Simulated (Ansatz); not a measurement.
Geometry optimisation, UKS PBE/6-31G* (Ansatz).

Input file:

```yaml
crystal:
  periodic: [false, false, false]
  atoms:
    - { symbol: B, position_ang: [0.087263, 0.131397, -0.194189] }
    - { symbol: F, position_ang: [0.143714, 0.407446, 1.106674] }
    - { symbol: H, position_ang: [1.133551, -0.023204, -0.773392] }
    - { symbol: H, position_ang: [-1.004554, 0.029731, -0.697002] }
    - { symbol: Si, position_ang: [-0.213239, -0.334917, 3.781546] }
    - { symbol: H, position_ang: [-0.589413, -1.005844, 5.078636] }
    - { symbol: H, position_ang: [1.283582, -0.230219, 3.672434] }
    - { symbol: H, position_ang: [-0.840903, 1.02561, 3.707493] }
magnetization:
  spin_polarized: true
  initial_magnetization: 1
basis:
  gaussian: { orbitals: "6-31G*" }
hamiltonian:
  xc: pbe
relax:
  f_tol: 0.03
  max_steps: 50
```

Command:

```bash
$ ansatz run input.yaml --threads 1 --pin off --max-ram 2048MiB --backend cpu --events-out ev --progress --plain --runs-dir out
```

Where does it end, and by what steps?

The run converged. After 6 steps the energy has fallen by 0.057 eV; H6 moved furthest, 0.31 Å.

| step | energy less start (eV) | largest force component (eV/Å) | accepted |
| --- | --- | --- | --- |
| 0 | 0.0000 | 0.279 | yes |
| 1 | 0.0092 | 1.253 | no |
| 2 | -0.0228 | 0.328 | yes |
| 3 | -0.0440 | 0.163 | yes |
| 4 | -0.0565 | 0.041 | yes |
| 5 | -0.0570 | 0.033 | yes |
| 6 | -0.0572 | 0.016 | yes |

```xyz
8
Properties=species:S:1:pos:R:3
B 0.117 0.158 -0.409
F 0.200 0.570 0.857
H 1.150 -0.043 -0.998
H -0.983 0.017 -0.881
Si -0.260 -0.382 4.035
H -0.547 -0.982 5.382
H 1.218 -0.308 3.790
H -0.896 0.970 3.906
```

Time of the run: 19 s on 1 thread of Arm Neoverse V1, with other jobs on the host, peak memory 0.14 GiB.
